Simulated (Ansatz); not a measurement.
**triplet C6H12 at 4 levels**

We compute a comparison of 4 runs (UHF/6-31G*, U-revPBE/6-31G*, UMP2/6-31G*, UCCSD(T)/6-31G*) of triplet C6H12. 

The results are computed with Ansatz 0.2.0.

32 further runs of the same task are left out: 32 set aside as unsound or not needed. Runs told in other sessions of the task aren't counted.

## Step 1: The molecule

C6H12: 18 atoms, total charge 0, spin state triplet. SMILES of the parent species: `C/C=C/C(C)C`. Geometry: relaxed at PBE0-D4/def2-TZVP. This is one conformer, not always the lowest. That shape belongs to the parent species and isn't relaxed for this state.

Some bond lengths: C1–C2 1.491 Å, C2–C3 1.327 Å, C3–C4 1.499 Å, C4–C5 1.528 Å, C4–C6 1.519 Å, C1–H7 1.092 Å, C1–H8 1.095 Å, C1–H9 1.095 Å, C2–H10 1.088 Å, C3–H11 1.091 Å, C4–H12 1.100 Å, C5–H13 1.094 Å, C5–H14 1.093 Å, C5–H15 1.093 Å, C6–H16 1.094 Å, C6–H17 1.092 Å. Some angles: C1–C2–C3 124.7°, C2–C3–C4 127.2°, C3–C4–C5 109.9°, C3–C4–C6 114.1°, C5–C4–C6 110.9°, C1–C2–H10 116.1°, C3–C2–H10 119.3°, C2–C1–H7 111.4°, C2–C1–H8 111.2°, C2–C1–H9 111.2°.

## Step 2: The energy at UHF/6-31G(d) (spherical functions) (run 1)

The input, in.yaml:

```yaml
crystal:
  periodic: [false, false, false]
  atoms:
    - {symbol: C, position_ang: [2.785440, 0.501100, 0.222770]}
    - {symbol: C, position_ang: [1.308970, 0.439220, 0.419050]}
    - {symbol: C, position_ang: [0.517780, -0.494560, -0.094780]}
    - {symbol: C, position_ang: [-0.970030, -0.603140, 0.053180]}
    - {symbol: C, position_ang: [-1.629650, -0.629450, -1.324850]}
    - {symbol: C, position_ang: [-1.585360, 0.474150, 0.929120]}
    - {symbol: H, position_ang: [3.139790, -0.320800, -0.402710]}
    - {symbol: H, position_ang: [3.082790, 1.442200, -0.251160]}
    - {symbol: H, position_ang: [3.314760, 0.453270, 1.180020]}
    - {symbol: H, position_ang: [0.874440, 1.225910, 1.031910]}
    - {symbol: H, position_ang: [0.973950, -1.272670, -0.708240]}
    - {symbol: H, position_ang: [-1.172020, -1.576050, 0.524800]}
    - {symbol: H, position_ang: [-1.479630, 0.324340, -1.838490]}
    - {symbol: H, position_ang: [-1.206980, -1.416970, -1.953750]}
    - {symbol: H, position_ang: [-2.705220, -0.805250, -1.241050]}
    - {symbol: H, position_ang: [-1.428260, 1.467260, 0.498050]}
    - {symbol: H, position_ang: [-1.157830, 0.471030, 1.934370]}
    - {symbol: H, position_ang: [-2.662960, 0.320400, 1.021780]}
basis:
  gaussian:
    orbitals: 6-31G_st_-spherical.json
output: {orbitals: {seedname: orbitals}}
magnetization:
  spin_polarized: true
  initial_magnetization: 2
hamiltonian:
  xc: hf
accuracy: high
```

The basis set 6-31G* is read from a file made from the Basis Set Exchange's data (not shown).

On the command line:

```bash
$ ansatz run in.yaml --threads 1 --pin off --max-ram 3480MiB --events-out events.jsonl --progress --plain --runs-dir runs
```

What it wrote:

```text
Warning: RAYON_NUM_THREADS=1 ignored (pool sized by the plan → 1); use --threads N
Functional definition: HF
  name "HF"
  exchange = exact_x
  correlation = 0
2820 factors; integrals over basis functions are off by at most 1.6e-8 eV
mean field evaluation 1: about -6364.1807 eV, gradient 2.4e1 eV
mean field evaluation 2: about -6364.1793 eV, gradient 2.4e1 eV
mean field evaluation 4: about -6368.5177 eV, gradient 3.1e0 eV
mean field evaluation 8: about -6368.6452 eV, gradient 5.6e-2 eV
mean field -6368.64475986 eV, -234.0433781025 hartree, gradient 3.0e-8 eV, S^2 2.022785; 0 other end points of the search recorded, 0 dependent functions left out
reference -6368.64475986 eV, -234.0433781025 hartree; 25, 23 occupied and 83, 85 virtual orbitals, 2820 factors
Total energy: -6368.64475986 eV, -234.0433781025 hartree
```

It took 5.7 s on 1 thread of Intel Xeon 6975P-C (Granite Rapids), shared host; peak memory 0.51 GiB.

## Step 3: A single-point energy at U-revPBE/6-31G(d) (spherical functions) (run 2)

The input, run.yaml:

```yaml
crystal:
  periodic: [false, false, false]
  atoms:
    - {symbol: C, position_ang: [2.785440, 0.501100, 0.222770]}
    - {symbol: C, position_ang: [1.308970, 0.439220, 0.419050]}
    - {symbol: C, position_ang: [0.517780, -0.494560, -0.094780]}
    - {symbol: C, position_ang: [-0.970030, -0.603140, 0.053180]}
    - {symbol: C, position_ang: [-1.629650, -0.629450, -1.324850]}
    - {symbol: C, position_ang: [-1.585360, 0.474150, 0.929120]}
    - {symbol: H, position_ang: [3.139790, -0.320800, -0.402710]}
    - {symbol: H, position_ang: [3.082790, 1.442200, -0.251160]}
    - {symbol: H, position_ang: [3.314760, 0.453270, 1.180020]}
    - {symbol: H, position_ang: [0.874440, 1.225910, 1.031910]}
    - {symbol: H, position_ang: [0.973950, -1.272670, -0.708240]}
    - {symbol: H, position_ang: [-1.172020, -1.576050, 0.524800]}
    - {symbol: H, position_ang: [-1.479630, 0.324340, -1.838490]}
    - {symbol: H, position_ang: [-1.206980, -1.416970, -1.953750]}
    - {symbol: H, position_ang: [-2.705220, -0.805250, -1.241050]}
    - {symbol: H, position_ang: [-1.428260, 1.467260, 0.498050]}
    - {symbol: H, position_ang: [-1.157830, 0.471030, 1.934370]}
    - {symbol: H, position_ang: [-2.662960, 0.320400, 1.021780]}
basis:
  gaussian:
    orbitals: 6-31G_st_-spherical.json
output:
  orbitals: {seedname: orbitals}
magnetization:
  spin_polarized: true
  initial_magnetization: 2
accuracy: high
hamiltonian:
  xc: {name: revPBE}
```

The basis set 6-31G* is read from a file made from the Basis Set Exchange's data (not shown).

On the command line:

```bash
$ ansatz run run.yaml --threads 1 --pin off --max-ram 3480MiB --events-out events.jsonl --progress --plain --runs-dir runs
```

What it wrote:

```text
Warning: RAYON_NUM_THREADS=1 ignored (pool sized by the plan → 1); use --threads N
Functional definition: revPBE
  name "revPBE"
  parameter kappa = 1.245
  parameter beta = 0.06672455060314922
  exchange = pbe_x(kappa = kappa, mu = beta*pi^2/3)
  correlation = pbe_c(beta = beta)
2820 factors; integrals over basis functions are off by at most 1.6e-8 eV
mean field evaluation 1: about -6397.5899 eV, gradient 5.1e1 eV
mean field evaluation 2: about -6383.4073 eV, gradient 7.0e1 eV
mean field evaluation 4: about -6410.8491 eV, gradient 4.3e0 eV
mean field evaluation 8: about -6410.9151 eV, gradient 1.0e-1 eV
mean field evaluation 16: about -6410.9151 eV, gradient 5.7e-5 eV
mean field -6410.91513194 eV, -235.5967856244 hartree, gradient 9.8e-8 eV, S^2 2.006454; 0 other end points of the search recorded, 0 dependent functions left out
reference -6410.91513566 eV, -235.5967857611 hartree; 25, 23 occupied and 83, 85 virtual orbitals, 2820 factors
Total energy: -6410.91513566 eV, -235.5967857611 hartree
```

Run time: 11 s. Hardware: 1 thread of Intel Xeon 6975P-C (Granite Rapids), shared host; peak memory 0.46 GiB.

## Step 4: The energy at UMP2/6-31G(d) (spherical functions) (run 3)

The input, job.yaml:

```yaml
crystal:
  periodic: [false, false, false]
  atoms:
    - symbol: C
      position_ang: [2.785440, 0.501100, 0.222770]
    - symbol: C
      position_ang: [1.308970, 0.439220, 0.419050]
    - symbol: C
      position_ang: [0.517780, -0.494560, -0.094780]
    - symbol: C
      position_ang: [-0.970030, -0.603140, 0.053180]
    - symbol: C
      position_ang: [-1.629650, -0.629450, -1.324850]
    - symbol: C
      position_ang: [-1.585360, 0.474150, 0.929120]
    - symbol: H
      position_ang: [3.139790, -0.320800, -0.402710]
    - symbol: H
      position_ang: [3.082790, 1.442200, -0.251160]
    - symbol: H
      position_ang: [3.314760, 0.453270, 1.180020]
    - symbol: H
      position_ang: [0.874440, 1.225910, 1.031910]
    - symbol: H
      position_ang: [0.973950, -1.272670, -0.708240]
    - symbol: H
      position_ang: [-1.172020, -1.576050, 0.524800]
    - symbol: H
      position_ang: [-1.479630, 0.324340, -1.838490]
    - symbol: H
      position_ang: [-1.206980, -1.416970, -1.953750]
    - symbol: H
      position_ang: [-2.705220, -0.805250, -1.241050]
    - symbol: H
      position_ang: [-1.428260, 1.467260, 0.498050]
    - symbol: H
      position_ang: [-1.157830, 0.471030, 1.934370]
    - symbol: H
      position_ang: [-2.662960, 0.320400, 1.021780]
basis:
  gaussian:
    orbitals: 6-31G_st_-spherical.json
magnetization:
  spin_polarized: true
  initial_magnetization: 2
correlation:
  method: mp2
  frozen_orbitals: {C: 1, H: 0}
accuracy: high
```

The basis set 6-31G* is read from a file made from the Basis Set Exchange's data (not shown).

On the command line:

```bash
$ ansatz run job.yaml --threads 1 --pin off --max-ram 3480MiB --events-out events.jsonl --progress --plain --runs-dir runs
```

What it wrote:

```text
Warning: RAYON_NUM_THREADS=1 ignored (pool sized by the plan → 1); use --threads N
[... 4 set-up lines as earlier in the session ...]
2820 factors; integrals over basis functions are off by at most 1.6e-8 eV
mean field evaluation 1: about -6364.1807 eV, gradient 2.4e1 eV
mean field evaluation 2: about -6364.1793 eV, gradient 2.4e1 eV
mean field evaluation 4: about -6368.5177 eV, gradient 3.1e0 eV
mean field evaluation 8: about -6368.6452 eV, gradient 5.6e-2 eV
mean field -6368.64475986 eV, -234.0433781025 hartree, gradient 3.0e-8 eV, S^2 2.022785; 0 other end points of the search recorded, 0 dependent functions left out
6 core orbitals not correlated: weight in the atoms' cores, before any rotation towards them, 1.000 or more for the frozen orbitals, at most 0.000 for the correlated occupied ones
reference -6368.64475986 eV, -234.0433781025 hartree; 19, 17 occupied and 83, 85 virtual orbitals, 2820 factors
second order -19.82400501 eV of doubles, -0.00000000 eV of singles
Total energy: -6388.46876488 eV, -234.7718968495 hartree
```

Wall time 6 s (1 thread of Intel Xeon 6975P-C (Granite Rapids), shared host); peak memory 0.5 GiB.

## Step 5: The energy at UCCSD(T)/6-31G(d) (spherical functions) (run 4)

The input, job.yaml:

```yaml
crystal:
  periodic: [false, false, false]
  atoms:
    - {symbol: C, position_ang: [2.785440, 0.501100, 0.222770]}
    - {symbol: C, position_ang: [1.308970, 0.439220, 0.419050]}
    - {symbol: C, position_ang: [0.517780, -0.494560, -0.094780]}
    - {symbol: C, position_ang: [-0.970030, -0.603140, 0.053180]}
    - {symbol: C, position_ang: [-1.629650, -0.629450, -1.324850]}
    - {symbol: C, position_ang: [-1.585360, 0.474150, 0.929120]}
    - {symbol: H, position_ang: [3.139790, -0.320800, -0.402710]}
    - {symbol: H, position_ang: [3.082790, 1.442200, -0.251160]}
    - {symbol: H, position_ang: [3.314760, 0.453270, 1.180020]}
    - {symbol: H, position_ang: [0.874440, 1.225910, 1.031910]}
    - {symbol: H, position_ang: [0.973950, -1.272670, -0.708240]}
    - {symbol: H, position_ang: [-1.172020, -1.576050, 0.524800]}
    - {symbol: H, position_ang: [-1.479630, 0.324340, -1.838490]}
    - {symbol: H, position_ang: [-1.206980, -1.416970, -1.953750]}
    - {symbol: H, position_ang: [-2.705220, -0.805250, -1.241050]}
    - {symbol: H, position_ang: [-1.428260, 1.467260, 0.498050]}
    - {symbol: H, position_ang: [-1.157830, 0.471030, 1.934370]}
    - {symbol: H, position_ang: [-2.662960, 0.320400, 1.021780]}
basis:
  gaussian:
    orbitals: 6-31G_st_-spherical.json
correlation:
  method: ccsd_t
  frozen_orbitals: {C: 1, H: 0}
magnetization:
  spin_polarized: true
  initial_magnetization: 2
accuracy: high
scf:
  omitted_lower_state_checks: [cluster_reference, increment]
```

The basis set 6-31G* is read from a file made from the Basis Set Exchange's data (not shown).

On the command line:

```bash
$ ansatz run job.yaml --threads 1 --pin off --max-ram 3480MiB --events-out events.jsonl --progress --plain --runs-dir runs
```

What it wrote:

```text
Warning: RAYON_NUM_THREADS=1 ignored (pool sized by the plan → 1); use --threads N
[... 11 lines left out ...]
6 core orbitals not correlated: weight in the atoms' cores, before any rotation towards them, 1.000 or more for the frozen orbitals, at most 0.000 for the correlated occupied ones
[... 27 lines left out ...]
Total energy: -6391.29483593 eV, -234.8757530453 hartree
Checks for a lower state left out: cluster_reference, increment
```

It took 2.6 min on 1 thread of Intel Xeon 6975P-C (Granite Rapids), shared host; peak memory 2.5 GiB.

## Step 6: The series

```tsv
run	level	frozen core orbitals	energy (Eh)	⟨S²⟩	wall time
1	UHF/6-31G* (spherical functions)	–	-234.043378	2.023	5.7 s
2	U-revPBE/6-31G* (spherical functions)	–	-235.596786	2.006	11 s
3	UMP2/6-31G* (spherical functions)	6	-234.771897	2.023	6 s
4	UCCSD(T)/6-31G* (spherical functions)	6	-234.875753	2.023	2.6 min
```

## Step 7: Results

| quantity | value |
| --- | --- |
| run 4: total energy | -234.87575 Eh |
| run 4: correlation energy (6 core orbitals frozen) | -832.4 mEh |
| run 4: (T) correction | -22.19 mEh |
| run 4: ⟨S²⟩ of the reference determinant | 2.023 |
| run 4: T1 diagnostic | 0.011 |

Below the UHF energy at the same shape and in the same basis (6-31G*): UMP2 -728.5 mEh; UCCSD(T) -832.4 mEh. All runs together took 2.9 min, the longest 2.6 min.
